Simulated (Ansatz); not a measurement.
# C2H5Si+ (SMILES C=[SiH][CH2+]): one structure at several levels

An exercise on one series of results from a longer session: the logs are not shown, and one member is left open.

Computed with Ansatz 0.2.0, Gaussian basis. Level: single points in def2-TZVPP.

Cores are frozen in the correlated methods.

### The system as given

SMILES `C=[SiH][CH2+]`, 8 atoms, charge 1, spin multiplicity 1.

Atoms are counted from 1 here; the program's logs count them from 0.

Bond lengths: C1–Si2 1.844 Å, C1–H4 1.073 Å, C1–H5 1.053 Å, Si2–C3 1.805 Å, Si2–H6 1.489 Å, C3–H7 1.071 Å, C3–H8 1.123 Å. Angles: Si2–C1–H4 122.1°, Si2–C1–H5 123.2°, H4–C1–H5 114.7°, C1–Si2–C3 108.2°, C1–Si2–H6 126.1°, C3–Si2–H6 125.7°, Si2–C3–H7 126.7°, Si2–C3–H8 122.0°, H7–C3–H8 111.3°.

Coordinates:

```
C    -1.0333    0.7965   -0.7521
Si    0.4264    0.5909    0.3565
C     0.7915   -1.1716    0.4885
H    -1.5370   -0.0422   -1.1923
H    -1.4626    1.7327   -0.9720
H     1.2034    1.6885    0.9951
H     1.5901   -1.6205    1.0432
H     0.1787   -1.9472   -0.0450
```

Set-up of the first run:

run/in.yaml

```yaml
crystal:
  periodic: [false, false, false]
  atoms:
    - {symbol: C, position_ang: [-1.033300, 0.796500, -0.752100]}
    - {symbol: Si, position_ang: [0.426400, 0.590900, 0.356500]}
    - {symbol: C, position_ang: [0.791500, -1.171600, 0.488500]}
    - {symbol: H, position_ang: [-1.537000, -0.042200, -1.192300]}
    - {symbol: H, position_ang: [-1.462600, 1.732700, -0.972000]}
    - {symbol: H, position_ang: [1.203400, 1.688500, 0.995100]}
    - {symbol: H, position_ang: [1.590100, -1.620500, 1.043200]}
    - {symbol: H, position_ang: [0.178700, -1.947200, -0.045000]}
basis:
  gaussian: {orbitals: def2-TZVPP}
total_charge: 1
correlation: {method: ccsd_t}
output: {forces: true}
```

The command line of these runs was not kept.

Among the steps run: CCSD(T)/def2-TZVPP; PBE0-D4/def2-TZVPP; wB97M-V/def2-TZVPP; r2SCAN-D4/def2-TZVPP; PBE-D4/def2-TZVPP; CAM-B3LYP-D4/def2-TZVPP; B97M-V/def2-TZVPP.

One table of the session follows, with a row left open; its other results are not shown here.

| method | RMS force component (eV/Å) | angle to CCSD(T) forces (°) |
| --- | --- | --- |
| CCSD(T) | 0.711 | reference |
| PBE0-D4 | 0.798 | 8.3 |
| wB97M-V | 0.827 | 12.1 |
| r2SCAN-D4 | 0.765 | 6.7 |
| PBE-D4 | ? | ? |
| CAM-B3LYP-D4 | 0.831 | 11.4 |
| B97M-V | 0.737 | 9.5 |

**Question.** Estimate the row for PBE-D4.

**Answer.** RMS force component (eV/Å): 0.770; angle to CCSD(T) forces (°): 10.4. In the column «RMS force component (eV/Å)» it lies between r2SCAN-D4 (0.765) and PBE0-D4 (0.798).

To keep in mind: The reference is not at the basis limit: in triple zeta CCSD(T) underbinds, which counts against methods that bind more; the gaps are no ranking. The T1 diagnostic is large here, over the usual mark for main-group molecules (transition-metal compounds often pass it harmlessly), so CCSD(T) itself may be off. Warnings in the runs' records: other roots.
